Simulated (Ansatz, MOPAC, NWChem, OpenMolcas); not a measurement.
**A ladder of methods for BNH6 (SMILES [BH3-][NH3+])**

BNH6: 8 atoms, total charge 0, spin state singlet. SMILES: `[BH3-][NH3+]`. The coordinates come from a PBE0-D4/def2-TZVP relaxation.

Quantity: the HOMO–LUMO gap, in eV. The values are calculated.

```tsv
level	kind	program	value (eV)
PM3	semi-empirical	MOPAC	12.58
HF/def2-TZVP	Hartree–Fock	Ansatz	13.77
SVWN5/def2-TZVP	LDA	Ansatz	5.51
BLYP/def2-TZVP	GGA	OpenMolcas	5.43
r2SCAN/def2-TZVP	meta-GGA	NWChem	6.69
B3LYP/def2-TZVP	global hybrid	OpenMolcas	7.21
M06-2X/def2-TZVP	hybrid meta-GGA	OpenMolcas	9.64
HSE06/def2-TZVP	range-separated hybrid	Ansatz	6.99
B2PLYP/def2-TZVP	double hybrid	Ansatz	9.93
```

The values span 5.43 to 13.77 eV. Orbital gaps aren't excitation energies, and those of double hybrids come from the SCF part alone; they tend to grow with the share of exact exchange.
